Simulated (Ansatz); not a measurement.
How far each method lies from RCCSDT(Q) for CF$_{4}$, singlet

Geometry: MP2(full)/6-31G*, from the G2/97 set.

```xyz
5

C     0.0000    0.0000    0.0000
F     0.7674    0.7674    0.7674
F    -0.7674   -0.7674    0.7674
F    -0.7674    0.7674   -0.7674
F     0.7674   -0.7674   -0.7674
```

Basis 6-31G; Ansatz 0.2.0. Only valence electrons are correlated (noble-gas cores frozen), which leaves 32 electrons in 40 orbitals. Prefix R: restricted or restricted open-shell reference. Active spaces: frontier = (8e, 8o) about the gap.

Full CI isn't at hand for all of this; RCCSDT(Q) serves as the reference, and is uncertain by the last step of the cluster series or more.

- UHF ⟨S²⟩: 0.000
- T1 diagnostic (RCCSD): 0.0114
- largest doubles amplitude (RCCSD): 0.026

Question: From what is known of these methods and the diagnostics, rank them by the size of their error in total energy against RCCSDT(Q) in 6-31G, smallest first (an estimate: the text doesn't fix the numbers).
A. RCCSDT
B. NEVPT2 (frontier space)
C. CISD
D. RCCSD(T)
E. CASSCF (frontier space)

Answer: A (1.03 kcal/mol), D (1.36 kcal/mol), B (7.76 kcal/mol), C (49.09 kcal/mol), E (298.69 kcal/mol).

All errors are against RCCSDT(Q) in 6-31G. Within each family the higher level lies nearer, as is usual though not guaranteed.

Atomization energy (electronic, same basis, no zero-point term; atoms at the same level, unrestricted beside the R rows where the molecule is a closed shell, with restricted open-shell steps beyond CCSDT(Q)) at RCCSDT(Q): 1491.4 kJ/mol. Errors of other levels:

```csv
level,error (kJ/mol)
RHF,-533.0
RMP2,71.0
CISD,-180.3
RCCSD,-26.7
RCCSD(T),-4.0
BCCD(T),-2.8
RCCSDT,-3.7
```

This basis is far from its limit, so the value isn't to be set against a measured one. Truncated CI isn't size-consistent, which counts against it in atomization.
